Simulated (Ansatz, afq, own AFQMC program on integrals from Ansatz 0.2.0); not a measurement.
**Where AFQMC and coupled cluster stand for NH, singlet**

```xyz
2

N     0.0000    0.0000    0.0000
H     0.0000    0.0000    3.6040
```

Basis cc-pVDZ. Only valence electrons are correlated. Integrals, coupled cluster, full CI and functionals: Ansatz 0.2.0; the random walks run on the same integrals in our own AFQMC program. The CISD trial takes its coefficients from CCSD amplitudes. Released means that phaseless walkers are propagated on without the constraint, phases kept. ± is one standard error of the sampling.

Determinant: RHF, the one that the program's search chose, which needn't be the lowest solution. The geometry is a point of a scan.

Full CI on the same integrals is exact in this basis and with this determinant's frozen core.

Cautions: another spin lies lower; restricted determinant unstable towards unrestricted (UHF 8.21 eV lower, ⟨S²⟩ 2.01); strong correlation (T1 0.050, weight of the determinant 0.49, largest double 0.87); (T) is large, 11 % of the CCSD correlation; the CCSD(T) amplitudes may be one of several solutions (largest double 0.87); the CCSDT(Q) amplitudes may be one of several solutions (largest double 0.94); the CCSDTQ amplitudes may be one of several solutions (largest double 0.98); the released energies are still falling, so no released level is given (meV from the phaseless value at times in 1/Eh: -90 ± 9 at 0.24, -165 ± 9 at 0.51, -295 ± 32 at 0.99, -340 ± 12 at 1.62, -416 ± 22 at 2.40); the determinant fills πx and πy unequally, so it mixes two states of the linear molecule, and each level undoes that mixture to a different degree, while full CI gives the lower state; CCSDTQ on the UHF determinant differs (2.71 eV lower), perhaps since the unrestricted series falls towards higher spin.

* T1 diagnostic: 0.0505
* weight of the determinant in the CISD state: 0.487
* size of the correlated space: 6 electrons in 18 orbitals

```
  level  correlation energy (eV)
    MP2                  -7.1814
   CCSD                  -8.7332
CCSD(T)                  -9.7006
```

(1) Estimate where full CI lies against CCSD(T) on the same integrals.

(1) 3.73 kcal/mol above CCSD(T).

Reference: full CI, correlation energy -9.539 eV. The cautions show a poor starting determinant, so the rows tell how each method copes with it here, and full CI is the sure value.

```json
{"level": "CCSD(T)", "E − E(reference) (kcal/mol)": "-3.73", "share of correlation (%)": "101.69"}
{"level": "CCSDT", "E − E(reference) (kcal/mol)": "0.57", "share of correlation (%)": "99.74"}
{"level": "CCSDT(Q)", "E − E(reference) (kcal/mol)": "-0.96", "share of correlation (%)": "100.44"}
{"level": "CCSDTQ", "E − E(reference) (kcal/mol)": "0.06", "share of correlation (%)": "99.97"}
{"level": "ph-AFQMC/CISD", "E − E(reference) (kcal/mol)": "19.10 ± 0.18", "share of correlation (%)": "91.32"}
```

CCSDT and higher add their correlation energy to the determinant of the CCSD(T) run, since their own runs factorise the integrals more tightly (a shift of under 2 meV).
